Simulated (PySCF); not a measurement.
# Boron: a sound run and one with changed settings

Sound run: B [He] 2s2 2p1, B⁺ [He] 2s2. Computed with PySCF 2.14 in cc-pVDZ, with no relativity, point nucleus. In the sound run the correlated levels freeze 1s2. The sound run starts from symmetry-adapted Hartree-Fock orbitals and uses a fine grid where one is needed.

Changed run: all electrons correlated in a basis built for the valence shell.

```json
{"species": "B", "method": "MP2", "sound run (hartree)": "-24.56647", "changed run (hartree)": "-24.56750", "converged": "yes"}
{"species": "B", "method": "CCSD(T)", "sound run (hartree)": "-24.58941", "changed run (hartree)": "-24.59026", "converged": "yes"}
{"species": "B⁺", "method": "MP2", "sound run (hartree)": "-24.26705", "changed run (hartree)": "-24.26810", "converged": "yes"}
{"species": "B⁺", "method": "CCSD(T)", "sound run (hartree)": "-24.29309", "changed run (hartree)": "-24.29385", "converged": "yes"}
```

Ionisation energy of B:

```tsv
method	sound run (eV)	changed run (eV)
UHF	8.038	8.038
MP2	8.148	8.147
SCS-MP2	8.112	8.109
CCSD	8.041	8.044
CCSD(T)	8.063	8.066
```

A valence basis has no tight correlating functions, so it recovers only part of the core correlation, and not evenly between atom and ion.

For comparison, NIST gives 8.298 eV between the lowest levels.
